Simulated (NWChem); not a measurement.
The numbers come from NWChem runs, not from measurements. System: ethane (C2H6), charge 0, spin multiplicity 1, at a geometry optimised with PBE/def2-SVP. Level: MP2/def2-TZVP, 2 core orbitals frozen.

Job file:

```
start mol
memory heap 200 mb stack 900 mb global 1100 mb
geometry units angstroms nocenter noautoz
  C      0.762767     0.044610     0.000000
  C     -0.762767    -0.044610     0.000000
  H      1.142109     0.583216     0.892917
  H      1.142109     0.583216    -0.892917
  H      1.232456    -0.960730     0.000000
  H     -1.142109    -0.583216     0.892917
  H     -1.142109    -0.583216    -0.892917
  H     -1.232456     0.960730     0.000000
  symmetry group C2h
end
basis spherical
  * library def2-tzvp
end
scf
  rhf
  nopen 0
  maxiter 100
  thresh 1e-7
  semidirect memsize 60000000 filesize 0
end
mp2
  freeze core 2
end
task mp2 energy
```

Part of the output:

```
             Northwest Computational Chemistry Package (NWChem) 7.3.0
             --------------------------------------------------------

                                NWChem Input Module
                                -------------------

 Scaling coordinates for geometry "geometry" by  1.889725989
 (inverse scale =  0.529177249)

 Turning off AUTOSYM since
 SYMMETRY directive was detected!

                             Geometry "geometry" -> ""
                             -------------------------

 Output coordinates in angstroms (scale by  1.889725989 to convert to a.u.)

  No.       Tag          Charge          X              Y              Z
 ---- ---------------- ---------- -------------- -------------- --------------
    1 C                    6.0000     0.76276700     0.04461000     0.00000000
    2 C                    6.0000    -0.76276700    -0.04461000     0.00000000
    3 H                    1.0000     1.14210900     0.58321600     0.89291700
    4 H                    1.0000     1.14210900     0.58321600    -0.89291700
    5 H                    1.0000     1.23245600    -0.96073000     0.00000000
    6 H                    1.0000    -1.14210900    -0.58321600     0.89291700
    7 H                    1.0000    -1.14210900    -0.58321600    -0.89291700
    8 H                    1.0000    -1.23245600     0.96073000     0.00000000

 Effective nuclear repulsion energy (a.u.)      41.8353715753

            Nuclear Dipole moment (a.u.)
            ----------------------------
        X                 Y               Z
 ---------------- ---------------- ----------------
    -0.0000000000     0.0000000000     0.0000000000

      Symmetry information
      --------------------

 Group name             C2h
 Group number             21
 Group order               4
 No. of unique centers     3

      Symmetry unique atoms

     1    3    5


 Summary of "ao basis" -> "" (spherical)
 ------------------------------------------------------------------------------
       Tag                 Description            Shells   Functions and Types
 ---------------- ------------------------------  ------  ---------------------
 *                         def2-tzvp                  on all atoms

 Summary of "ao basis" -> "ao basis" (spherical)
 ------------------------------------------------------------------------------
       Tag                 Description            Shells   Functions and Types
 ---------------- ------------------------------  ------  ---------------------
 C                         def2-tzvp                11       31   5s3p2d1f
 H                         def2-tzvp                 4        6   3s1p

                                 NWChem SCF Module
                                 -----------------

  ao basis        = "ao basis"
  functions       =    98
  atoms           =     8
  closed shells   =     9
  open shells     =     0
  charge          =   0.00
  wavefunction    = RHF
  use symmetry    = T
  symmetry adapt  = T

 Summary of "ao basis" -> "ao basis" (spherical)
 ------------------------------------------------------------------------------
       Tag                 Description            Shells   Functions and Types
 ---------------- ------------------------------  ------  ---------------------
 C                         def2-tzvp                11       31   5s3p2d1f
 H                         def2-tzvp                 4        6   3s1p

      Symmetry analysis of basis
      --------------------------
[...]
    12      0.699494  1 C  px                43     -0.699494  2 C  px

 Vector   11  Occ=0.000000D+00  E= 1.785686D-01  Symmetry=bu
              MO Center= -2.8D-15,  3.2D-15,  5.8D-16, r^2= 8.5D+00
   Bfn.  Coefficient  Atom+Function         Bfn.  Coefficient  Atom+Function
  ----- ------------  ---------------      ----- ------------  ---------------
     5      7.173440  1 C  s                 36     -7.173440  2 C  s
    65     -1.575774  3 H  s                 71     -1.575774  4 H  s
    77     -1.575793  5 H  s                 83      1.575774  6 H  s
    89      1.575774  7 H  s                 95      1.575793  8 H  s
    12     -1.221484  1 C  px                43     -1.221484  2 C  px

 Vector   12  Occ=0.000000D+00  E= 2.183581D-01  Symmetry=bu
              MO Center= -9.8D-16, -1.5D-15,  6.3D-16, r^2= 7.6D+00
   Bfn.  Coefficient  Atom+Function         Bfn.  Coefficient  Atom+Function
  ----- ------------  ---------------      ----- ------------  ---------------
    77      2.072071  5 H  s                 95     -2.072071  8 H  s
    65     -1.036147  3 H  s                 71     -1.036147  4 H  s
    83      1.036147  6 H  s                 89      1.036147  7 H  s
    13      0.942913  1 C  py                44      0.942913  2 C  py
    76     -0.470852  5 H  s                 94      0.470852  8 H  s

 center of mass
 --------------
 x =   0.00000000 y =   0.00000000 z =   0.00000000

 moments of inertia (a.u.)
 ------------------
          23.188988616599          -3.982583901904           0.000000000000
          -3.982583901904          91.054389368667           0.000000000000
           0.000000000000           0.000000000000          91.287443920798

  Mulliken analysis of the total density
  --------------------------------------

    Atom       Charge   Shell Charges
 -----------   ------   -------------------------------------------------------
    1 C    6     6.29   0.85  1.12  0.47  0.67  0.08  1.23  1.40  0.36  0.02  0.06  0.00
    2 C    6     6.29   0.85  1.12  0.47  0.67  0.08  1.23  1.40  0.36  0.02  0.06  0.00
    3 H    1     0.90   0.26  0.50  0.12  0.02
    4 H    1     0.90   0.26  0.50  0.12  0.02
    5 H    1     0.90   0.26  0.50  0.12  0.02
    6 H    1     0.90   0.26  0.50  0.12  0.02
    7 H    1     0.90   0.26  0.50  0.12  0.02
    8 H    1     0.90   0.26  0.50  0.12  0.02

       Multipole analysis of the density wrt the origin
       ------------------------------------------------

     L   x y z        total         open         nuclear
     -   - - -        -----         ----         -------
     0   0 0 0      0.000000      0.000000     18.000000

     1   1 0 0      0.000000      0.000000     -0.000000
     1   0 1 0      0.000000      0.000000      0.000000
     1   0 0 1     -0.000000      0.000000      0.000000

     2   2 0 0    -11.724824      0.000000     54.413412
     2   1 1 0     -0.030790      0.000000      2.516152
     2   1 0 1      0.000000      0.000000      0.000000
     2   0 2 0    -11.201407      0.000000     11.536139
     2   0 1 1     -0.000000      0.000000      0.000000
     2   0 0 2    -11.199630      0.000000     11.388849

                   NWChem MP2 Semi-direct Energy/Gradient Module
                   ---------------------------------------------

  Basis functions       =     98
  Molecular orbitals    =     98
  Frozen core           =      2
  Frozen virtuals       =      0
  Active alpha occupied =      7
  Active beta occupied  =      7
  Active alpha virtual  =     89
  Active beta virtual   =     89
  Use MO symmetry       = T
  Use skeleton AO sym   = T

  AO/Fock/Back tols     =   1.0D-09  1.0D-09  1.0D-09

 GA uses MA = F    GA memory limited = T

 Available:
  local mem=  1.26D+08
 global mem=  1.44D+08
 local disk=  0.00D+00
  mp2_memr nvloc                    89
  nvloc new                    89
   1 passes of   7:        4194304                      50729                  10289770.
   1 passes of   7: M    126140654           G      144159992           F     121946350.

 Semi-direct pass number   1 of   1  for RHF alpha+beta  at        1.3s
  vrange nnbf                  4850
  mp2_eaftype                    39  avail_ma_in_mb                  1099
 EAF : mp2_eaftype filesize          39    5144885.
  mp2_eaf for mointskh                     39
Node 0 wrote     24.2 Mb in      0.0 s     Agg I/O rate:   702.0 Mb/s
 Done moints_semi at        4.2s
  mp2_eaftype                    39  avail_ma_in_mb                  1060
 EAF : mp2_eaftype filesize          39    5144885.
  mp2_eaf for kh                    39
 Done maket at        4.3s
 Done multipass loop at        4.3s

          -------------------------------------------
          SCF energy                 -79.257610305996
          Correlation energy          -0.353764075238
          Singlet pairs               -0.244627625061
          Triplet pairs               -0.109136450177
          Total MP2 energy           -79.611374381234
          -------------------------------------------

          ---------------------------------------------------
                    Spin Component Scaled (SCS) MP2
          Same spin pairs                     -0.072757633451
          Same spin scaling factor             0.333333333333
          Opposite spin pairs                 -0.281006441786
          Opposite spin scaling fact.          1.200000000000
          SCS-MP2 correlation energy          -0.361460274628
          Total SCS-MP2 energy               -79.619070580623
          ---------------------------------------------------

 -----------------------
 Performance information
 -----------------------

 Timer overhead =  1.24D-07 seconds/call

               Nr. of calls         CPU time (s)                 Wall time (s)                GFlops
             ---------------    -------------------     ------------------------------   -------------------
Name         Min   Avg   Max    Min     Avg     Max     Min     Avg     Max   Mx/calls   Min     Max     Sum
mp2: moin     1     1     1    2.8     2.8     2.8      2.8     2.8     2.8     2.8      0.0     0.0     0.0
mp2: make     1     1     1   0.16    0.16    0.16     0.16    0.16    0.16    0.16      0.0     0.0     0.0
mp2: tota     1     1     1    3.0     3.0     3.0      3.0     3.0     3.0     3.0      0.0     0.0     0.0

 The average no. of pstat calls per process was 3.00D+00
 with a timing overhead of 3.71D-07s

 Task  times  cpu:        4.3s     wall:        4.3s

 Total times  cpu:        4.3s     wall:        4.3s
```
